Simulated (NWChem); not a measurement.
## Spin states of HN

```xyz
2

N      0.0000     0.0000     0.1326
H      0.0000     0.0000    -0.9279
```
Charge 0, spin multiplicity 3.

Program: NWChem. Structure: optimised with UPBE/def2-SVP, a minimum by its harmonic frequencies.

Basis set: def2-TZVP. The gap is E(triplet) − E(singlet) at the geometry of the triplet, so a negative value puts the higher spin lower. Open shells are unrestricted, and the singlet is the closed-shell solution. Where the lowest singlet needs several determinants, the single determinant used here isn't a pure state and places it wrongly.

The correlated methods keep 1 core orbital frozen. This spin state was chosen for the runs; another may lie lower. The structure started from a generated list of species. The unpaired electrons of the parent sit in orbitals of symmetry b1 and b2 (C2v labels of the run); other states weren't searched. No SCF solution was tested for a lower state. Open-shell Hartree-Fock references start from PBE0 orbitals.

One of these methods gave a vertical singlet-triplet gap of -51.4 kcal/mol. Which?
A. CAM-B3LYP
B. MP2
C. HF

A, CAM-B3LYP. The others give -67.1 (HF), -54.1 (MP2).
